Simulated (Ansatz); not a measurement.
# BSiO+ (triplet): the correlation ladder, def2-QZVPP

An exercise on one series of results from a longer session: the logs are not shown, and one member is left open.

Method: def2-QZVPP, core rule «outside noble gas», up to 7 orbitals frozen; program: Ansatz 0.2.0, Gaussian basis.

Plan: UHF; ROHF; CCSD(T) on UHF.

2 further runs of the same task are left out: 2 set aside as unsound or not needed.

### What is computed

The geometry is a PBE0/def2-TZVP stationary point (not a proven minimum) of the parent state, kept for this charge and spin.

3 atoms, charge 1, spin multiplicity 3.

Atoms are counted from 1 here; the program's logs count them from 0.

Bond lengths: B1–O2 1.292 Å, O2–Si3 1.680 Å. Angles: B1–O2–Si3 180.0°.

Set-up of the first run:

in.yaml reads:

```yaml
crystal:
  periodic: [false, false, false]
  atoms:
    - {symbol: B, position_ang: [0.000000, 0.000000, -1.421400]}
    - {symbol: O, position_ang: [0.000000, 0.000000, -0.129200]}
    - {symbol: Si, position_ang: [0.000000, 0.000000, 1.550600]}
basis:
  gaussian: {orbitals: "def2-QZVPP.json"}
total_charge: 1
magnetization: {spin_polarized: true, initial_magnetization: 2}
hamiltonian: {xc: hf}
output: {orbitals: {seedname: orbitals}}
```

Run with:

```bash
> ansatz run in.yaml --threads 1 --pin off --events-out ev --progress --plain --max-ram 2393MiB
```

Among the steps run: UHF; ROHF; CCSD(T) on UHF.

One of the session's tables, all rows but one given; the rest of the session is left out.

It belongs to the step «Misses and costs». 

| method | from UCCSD(T) (meV) |
| --- | --- |
| ROHF | +11068.6 |
| UHF | ? |
| UMP2 | +887.2 |
| UCCSD | +502.8 |
| UCCSD(T) | 0 |

Q: Estimate the row for UHF from the others.

The run gave: from UCCSD(T) (meV): +10847.6. In the column «from UCCSD(T) (meV)» it lies between UMP2 (+887.2) and ROHF (+11068.6).
